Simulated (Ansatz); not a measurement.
The reference is GaAs in the zinc blende structure (space group F-43m, No. 216; a = 5.667 Å).

Levels (all Ansatz, a program for electronic structure, PAW): r2SCAN (500 eV, spin-orbit coupling left out); HSE06 (420 eV, scalar-relativistic without spin-orbit coupling).

Levels that relaxed their own cell: r2SCAN.

```
level   band gap  lattice parameter a  electron mass at Γ
------  --------  -------------------  ------------------
r2SCAN   0.96 eV              5.667 Å            0.051 mₑ
HSE06    1.36 eV                    –                   –
```

Measured: band gap 1.57 eV (static lattice; corrected from measurement; as listed in Wei Chen et al., Physical Review Materials (2018)); lattice parameter a 5.64 Å (static lattice; corrected from measurement; as listed in Daniel Mejia-Rodriguez, S. B. Trickey, Phys. Rev. B (2018)); electron mass at Γ 0.066 mₑ (temperature not stated; as listed in Magdalena Laurien, Oleg Rubel, Phys. Rev. B (2022)).

Computed minus measured — band gap: r2SCAN -0.61 eV, HSE06 -0.21 eV (closest: HSE06); lattice parameter a: r2SCAN +0.5 %; electron mass at Γ: r2SCAN -23 %. Measured values not marked as corrected hold thermal and zero-point effects that the static-lattice runs lack. A measured gap can be an optical one, lowered by exciton binding. Levels without spin-orbit coupling miss its lowering of the gap, often about a third of the valence-band splitting.

Single points use the geometry relaxed with r2SCAN. Effective masses come from finite differences of ±0.01 Å⁻¹. No phonon test of stability was made.
